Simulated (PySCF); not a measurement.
H₂CO: adding exact exchange

Base calculation in PySCF with density fitting and no spin–orbit coupling, PBE/def2-TZVP (no relativity): singlet, C2v, C–H 1.119 Å (×2), C–O 1.208 Å; H–C–H 115.8°, H–C–O 122.1° (×2); wavenumbers 1154, 1223, 1484, 1769, 2791, 2836 cm⁻¹; dipole moment 2.16 D, gap between the highest occupied and lowest empty levels 3.61 eV, polar-tensor charge of C 0.66 e, atomisation energy (no zero-point energy) 1613 kJ/mol.

Q: What changes on going to PBE0/def2-TZVP (no relativity)?

A: The point group stays the same. Changes: mean bond to C -0.011 Å, smallest bond angle +0.2 degrees, highest wavenumber +126 cm⁻¹, lowest wavenumber +53 cm⁻¹, dipole moment +0.15 D, gap between the highest occupied and lowest empty levels +2.96 eV, polar-tensor charge of C +0.02 e, atomisation energy (no zero-point energy) -57 kJ/mol. The new structure has C–H 1.109 Å (×2), C–O 1.195 Å; H–C–H 116.0°, H–C–O 122.0° (×2), with wavenumbers 1207, 1267, 1532, 1854, 2902, 2962 cm⁻¹. Exact exchange shortens and stiffens the bonds and opens the gap, the usual pattern.

Each species is the lowest minimum found with this bonding; other isomers or fragments can lie lower.
